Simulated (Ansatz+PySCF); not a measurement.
The numbers below are computed, except where a source is named.
Several solutions for doublet CH3

```xyz
4

C     0.0000    0.0000    0.0000
H     1.9626    0.0000    0.0000
H    -0.5452    0.9443    0.0000
H    -0.5452   -0.9443    0.0000
```

Basis set: STO-3G (spherical functions). Charge 0, multiplicity 2.

PBE0 (unrestricted) was run from several starts with Ansatz (development build ahead of 0.2.0) and PySCF 2.14.0.

```json
{"run": "A", "program": "Ansatz", "start": "search for the lowest state", "converged": "yes", "energy (hartree)": "-39.11361", "<S²>": "1.16"}
{"run": "B", "program": "Ansatz", "start": "atomic start, no search", "converged": "yes", "energy (hartree)": "-39.11361", "<S²>": "1.16"}
{"run": "C", "program": "Ansatz", "start": "stability test followed", "converged": "yes", "energy (hartree)": "-39.11361", "<S²>": "1.16"}
{"run": "D", "program": "PySCF", "start": "program defaults", "converged": "no", "energy (hartree)": "–", "<S²>": "–"}
```

(1) Which runs reached the lowest solution of this kind, and what is wrong with the others?

## Answers

(1) A, B, C reached the lowest solution found. Not converged: D. Caution: the unrestricted determinant is spin contaminated.
